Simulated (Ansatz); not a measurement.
**Worked example: HCl, triplet against HCl, singlet**

Geometry (PBE0/def2-TZVP stationary point of a singlet), kept for both states (HCl, singlet: Σ⁺; HCl, triplet: Π):

```tsv
atom	x (Å)	y (Å)	z (Å)
Cl	0.0000	0.0000	0.0000
H	0.0000	0.0000	1.2788
```

Basis cc-pVDZ; Ansatz 0.2.0. Only valence electrons are correlated (noble-gas cores frozen). R marks a restricted (for open shells ROHF) determinant, U an unrestricted one.

Full CI is exact within this basis and frozen core; it isn't the basis-set limit. The frozen core follows each run's orbitals, which can shift R against U totals by a few meV.

```
   level  E(HCl, singlet) (hartree)  E(HCl, triplet) (hartree)
     UHF                -460.089448                -459.829615
    UMP2                -460.235798                -459.955158
UCCSD(T)                -460.254560                -459.976458
     PBE                -460.612900                -460.336984
   B3LYP                -460.821983                -460.544833
 full CI                -460.255065                -459.976925
```

Question: Give the vertical gap, HCl triplet less HCl singlet, at each level in eV (1 hartree = 27.2114 eV), and each error against full CI.

Answer: full CI: (-459.976925 − (-460.255065)) × 27.2114 = 7.569 eV (the reference)
B3LYP: (-460.544833 − (-460.821983)) × 27.2114 = 7.542 eV, error -0.027 eV
PBE: (-460.336984 − (-460.612900)) × 27.2114 = 7.508 eV, error -0.061 eV
UCCSD(T): (-459.976458 − (-460.254560)) × 27.2114 = 7.568 eV, error -0.001 eV
UMP2: (-459.955158 − (-460.235798)) × 27.2114 = 7.637 eV, error 0.068 eV
UHF: (-459.829615 − (-460.089448)) × 27.2114 = 7.070 eV, error -0.499 eV

Total energies of functionals can't be set beside those of wave-function methods, since they hold the core's correlation and their own absolute errors; only the differences compare.

In so small a basis the reference is far from its limit while semilocal and hybrid functionals are nearer theirs, so the functionals' errors here hold much of the reference's basis and frozen-core error, which can add to them or hide them.

Each level lands on the state that its own search finds. T1 diagnostics of restricted CCSD: 0.005 and 0.013.
